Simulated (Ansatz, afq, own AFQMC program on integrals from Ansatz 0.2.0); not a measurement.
CH$_{2}$N, doublet in cc-pVDZ, levels against CCSDT(Q)

```xyz
4

N     0.0000   -0.1372    0.4370
C     0.0000    0.1548   -0.4933
H     0.0000    0.5701    1.1717
H     0.0000   -0.5088   -1.3667
```

Connectivity, by distances: NH–CH.

Basis cc-pVDZ. Noble-gas cores (and the filled d shells of Ga–Kr and In–Xe) are frozen. AFQMC by an in-house program on the Cholesky factors that Ansatz 0.2.0 writes for its CCSD(T) run. ph-AFQMC/CISD is guided by a CISD state made of CCSD amplitudes; releasing the constraint for a short imaginary time cuts its bias at the price of noise, slowly where states lie close. ± is one standard error of the sampling.

Determinant: UHF, the one that the program's search chose, which needn't be the lowest solution. The geometry is a point of a scan.

No full CI on the walks' own integrals is used here; CCSDT(Q) serves as the reference and is uncertain by about the last step of the cluster series.

* T1 diagnostic: 0.0137
* weight of the determinant in the CISD state: 0.908
* ⟨S²⟩ of the determinant: 0.760
* size of the correlated space: 11 electrons in 36 orbitals

Reference: CCSDT(Q), correlation energy -7.745 eV. The released energy is read at 2.40 1/Eh (meV from the phaseless value at times in 1/Eh: 5 ± 12 at 0.24, 0 ± 11 at 0.51, 6 ± 10 at 0.99, -8 ± 15 at 1.62, -4 ± 21 at 2.40).

| level | E − E(reference) (mEh) | share of correlation (%) |
| --- | --- | --- |
| HF | 284.63 | 0.00 |
| MP2 | 28.86 | 89.86 |
| CCSD | 8.65 | 96.96 |
| CCSD(T) | 1.02 | 99.64 |
| CCSDT | 0.53 | 99.81 |
| ph-AFQMC/CISD | -0.10 ± 0.48 | 100.03 |
| released AFQMC | -0.24 ± 0.76 | 100.08 |

A walk keeps the symmetry of its determinant, which the program's search chose and which needn't be the lowest solution, so a lower state of the same spin and another symmetry isn't excluded. Released energies are given only where the last usable release times agree within the noise; a slower fall can still hide under it.
